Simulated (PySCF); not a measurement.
# Level of theory and adiabatic energies of losing or gaining an electron: `[SiH2-]Cl` ([ClH2Si]-)

All levels share the PBE0-D3(BJ)/ma-def2-SVP structures and the PBE0-D3(BJ)/ma-def2-SVP thermal terms; only the single-point energies (PySCF) change. Values are adiabatic energies of losing or gaining an electron (0 K, eV).

| level | detachment energy to the radical | time |
| --- | --- | --- |
| HF/ma-def2-TZVP | 0.75 | 1.6 s |
| MP2/ma-def2-TZVP | 1.61 | 6.8 s |
| CCSD(T)/ma-def2-TZVP | 1.74 | 2.5 min |
| ωB97X-D3(BJ)/ma-def2-TZVP | 1.88 | – |

Times are wall times for all single points of a level on 1 thread of Arm Neoverse V1, a shared host; the dash marks the run that also made the structures.

Hartree-Fock leaves out electron correlation, so its ionisation energies and electron affinities from energy differences come out too low, often by 1 eV or more.

The spread: 1.13 eV, from 0.75 to 1.88.

Known limits: spin-orbit coupling is left out of the energies, which matters for open shells on the heavier atoms.

---

## How the method moves the adiabatic energies of losing or gaining an electron of fluoroacetylene

Structure: `C#CF` (C2HF).

All levels share the PBE0-D3(BJ)/ma-def2-SVP structures and the PBE0-D3(BJ)/ma-def2-SVP thermal terms; only the single-point energies (PySCF) change. Values are adiabatic energies of losing or gaining an electron (0 K, eV).

```tsv
level	ionisation energy to the radical cation	time
HF/ma-def2-TZVP	9.80	2.7 s
CCSD(T)/ma-def2-TZVP	11.09	13 min
M06-2X/ma-def2-TZVP	11.15	–
MP2/ma-def2-TZVP	11.27	15 s
```

Times are wall times for all single points of a level on 1 thread of Arm Neoverse V1, a shared host; the dash marks the run that also made the structures.

Hartree-Fock leaves out electron correlation, so its ionisation energies and electron affinities from energy differences come out too low, often by 1 eV or more.

The spread: 1.47 eV, from 9.80 to 11.27.

---

Level of theory and adiabatic energies of losing or gaining an electron: vinyl anion

Structure: `[CH-]=C` ([C2H3]-).

All levels share the PBE0-D3(BJ)/ma-def2-SVP structures and the PBE0-D3(BJ)/ma-def2-SVP thermal terms; only the single-point energies (PySCF) change. Values are adiabatic energies of losing or gaining an electron (0 K, eV).

```tsv
level	detachment energy to the radical	abs. error	time
HF/jun-cc-pV(T+d)Z	-0.77	1.43	1.6 s
CCSD(T)/jun-cc-pV(T+d)Z	0.63	0.03	7.6 min
B3LYP-D3(BJ)/ma-def2-TZVP	0.68	0.02	–
MP2/jun-cc-pV(T+d)Z	0.91	0.25	13 s
ATcT 1.112	0.66
```

Times are wall times for all single points of a level on 1 thread of Arm Neoverse V1, a shared host; the dash marks the run that also made the structures.

Hartree-Fock leaves out electron correlation, so its ionisation energies and electron affinities from energy differences come out too low, often by 1 eV or more.

The spread: 1.68 eV, from -0.77 to 0.91.
